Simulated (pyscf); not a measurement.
A first-order saddle from PySCF, ωB97X-D3(BJ)/def2-SVP:

```xyz
10

C     -0.0711    -0.0730     0.2641
C      0.1189     0.8978    -0.8644
In    -1.4885     2.2479     0.4587
H      0.8624    -0.5279     0.6325
H     -0.7937    -0.8679     0.0264
H     -0.4778     0.4041     1.2306
H      1.1533     1.2128    -1.0399
H     -0.3909     0.6494    -1.8022
H      0.1179     2.6219     0.0621
H     -2.8855     1.5226    -0.2076
```
Charge 0, spin multiplicity 1.

Surface: singlet, charge 0. Lowest wavenumbers (cm⁻¹): 1081i, 205, 215, 329, 387.

**Question.** What reaction is this the transition state of?

**Answer.** H₃C–CH₂–InH₂ ⇌ ethane (H₃C–CH₃) + InH [singlet], a 1,1-elimination read from left to right: C–In, H–In broken and C–H formed. At CCSD(T)/def2-TZVPP + ΔMP2(QZVPP) it lies +2.17 eV from the left side and +2.58 eV from the right (each side as separated species at their lowest minima found). On the product side the descent ends in a complex (not fully relaxed), 0.18 eV under the separated species and 2.94 eV under the saddle at ωB97X-D3(BJ)/def2-TZVP. At ωB97X-D3(BJ)/def2-TZVP the barrier from the zero used here is 2.55 eV. H₃C–CH₂–InH₂ lies 0.36 eV over its isomer H₃C–InH–CH₃ (electronic energy, ωB97M-D3(BJ)/def2-TZVP). This is the saddle that the search found; another between the same sides may lie lower. The CCSD(T) − MP2 part came from Ansatz, without density fitting, on the same reference. The frozen core leaves the outer d or s,p core shells of the metals and heavy elements correlated in the MP2 and CC values, and def2-TZVPP describes them poorly, which can shift differences by a few kcal/mol. Elements past Kr carry the def2 core potentials, without spin-orbit coupling.
